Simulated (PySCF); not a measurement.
Gas-phase reaction: AlClF₂ + HCl → AlHCl₂ + F₂

Method: PySCF energies plus ideal-gas RRHO corrections (1 bar). † marks an energy on the PBE0/def2-TZVP geometry and frequencies; other levels use their own. 6-31G* has spherical d functions here. All species are closed-shell singlets. AlHCl₂: computed as isolated molecules; such fragments, hydroxides, amides, oligomers or adducts are transient or little studied in the gas. The harmonic model lacks anharmonicity and excited electronic states, which grow with temperature; levels with a mode under 35 cm⁻¹ are left out.

```json
[
 {"level": "BLYP/def2-TZVP†", "ΔE electronic, kJ": "694", "ΔH°(298 K), kJ": "690", "ΔS°(298 K), J/K": "5", "ΔG°(1000 K), kJ": "686"},
 {"level": "HF/6-31G*", "ΔE electronic, kJ": "742", "ΔH°(298 K), kJ": "738", "ΔS°(298 K), J/K": "5", "ΔG°(1000 K), kJ": "734"},
 {"level": "M06-2X/def2-TZVP†", "ΔE electronic, kJ": "742", "ΔH°(298 K), kJ": "738", "ΔS°(298 K), J/K": "5", "ΔG°(1000 K), kJ": "734"},
 {"level": "PBE/def2-SVP", "ΔE electronic, kJ": "658", "ΔH°(298 K), kJ": "653", "ΔS°(298 K), J/K": "5", "ΔG°(1000 K), kJ": "649"},
 {"level": "PBE/def2-TZVP†", "ΔE electronic, kJ": "684", "ΔH°(298 K), kJ": "680", "ΔS°(298 K), J/K": "5", "ΔG°(1000 K), kJ": "676"},
 {"level": "PBE0/def2-QZVP†", "ΔE electronic, kJ": "723", "ΔH°(298 K), kJ": "719", "ΔS°(298 K), J/K": "5", "ΔG°(1000 K), kJ": "715"},
 {"level": "r2SCAN/def2-TZVP†", "ΔE electronic, kJ": "718", "ΔH°(298 K), kJ": "714", "ΔS°(298 K), J/K": "5", "ΔG°(1000 K), kJ": "709"},
 {"level": "LDA/def2-TZVP†", "ΔE electronic, kJ": "708", "ΔH°(298 K), kJ": "703", "ΔS°(298 K), J/K": "5", "ΔG°(1000 K), kJ": "699"},
 {"level": "ωB97X-V/def2-TZVP†", "ΔE electronic, kJ": "714", "ΔH°(298 K), kJ": "710", "ΔS°(298 K), J/K": "5", "ΔG°(1000 K), kJ": "705"}
]
```
ΔH° is lowest at PBE/def2-SVP and highest at HF/6-31G*. No reference value is set beside these.
